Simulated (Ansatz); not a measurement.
Elastic constant C44 (GPa) of 20 transition metals, computed with PBE in Ansatz (plane waves, PAW) and with LDA in Ansatz (plane waves, PAW). The set holds measured phases with no doubt noted on the run or the magnetic state but for the caveats below. 6 more of the class have both values but aren't in it, for one of these reasons: built or high-temperature cells, doubts on the run or the magnetic state, unlike cells, values of zero, layered or molecular crystals. Solids without a value at one level (not run, failed, or a magnetic order lost), or held back for tests, aren't counted.

All rows, in order of the shift (worked out from unrounded values):

```
solid           PBE   LDA  shift (%)
-------------  ----  ----  ---------
hcp Zr         26.6  17.0        -36
hcp Ti         44.3  36.5      -17.6
hcp Hf         53.8  46.5      -13.6
hcp Y          25.4  25.9       +2.2
hcp Os          258   285      +10.4
hcp Re          161   180      +12.0
hcp Tc          137   155      +12.9
fcc Ir          256   292      +14.2
hcp Ru          188   216      +15.2
hcp Sc         29.6  34.3      +15.7
double-hcp La  14.8  17.4      +17.6
fcc Rh          185   222        +20
fcc Ni          133   161        +21
hcp Co         98.3   121        +23
fcc Cu         80.6   102        +27
fcc Pt         61.7  80.2        +30
fcc Pd         60.7  79.0        +30
fcc Au         30.3  40.9        +35
bcc Fe          106   155        +46
fcc Ag         42.2  61.9        +47
```

The shift from PBE to LDA has a median of +16.7 %, and eight in ten lie between -14.0 % and +36 %; LDA is the larger in 17 of 20. Each level is at its own cell, so the shift holds the change of volume too.

Ansatz's runs of these crystals have no spin polarisation, but for bcc Fe, hcp Co, fcc Ni.

Density-functional runs with spin start from parallel moments for bcc Fe, parallel moments for hcp Co, parallel moments for fcc Ni.

Spin–orbit coupling is left out, also for the solids with elements from indium on (fcc Pt, hcp Os, double-hcp La, fcc Ir, hcp Re, hcp Hf, fcc Au); its size isn't shown.

Each level is taken at its own relaxed cell. Ansatz's density-functional and Hartree–Fock values are scalar-relativistic unless marked +SOC, with PAW data made under PBE.

Ansatz is a first-principles code.
